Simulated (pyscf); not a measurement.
PySCF, gas phase, ωB97X-D3(BJ)/def2-SVP geometries.

Problem. Estimate the classical barrier height and the reaction energy of F–SiH=Se + H₂ -> H₂Si=Se + HF at ωB97M-D3(BJ)/def2-TZVP. The step runs on the singlet surface, breaks F–Si, H–H and forms H–Si, F–H; take the separated reactants as zero.

Solution. ΔE‡ = 41.0 kcal/mol, ΔE = +30.3 kcal/mol. Zero-point energy shifts the barrier by +3.1 kcal/mol. It is a four-centre exchange, with an imaginary mode of 1228i cm⁻¹. On the product side the descent ends in an adduct with a F–Si contact (not fully relaxed), 8.8 kcal/mol under the separated species and 20.4 kcal/mol under the saddle at ωB97X-D3(BJ)/def2-TZVP. What is counted as broken (F–Si) persists as a longer contact in the product adduct; parting that adduct is a step of its own. One saddle was located; it need not be the lowest between these sides. Elements up to Kr have no core potential and no relativistic terms here.
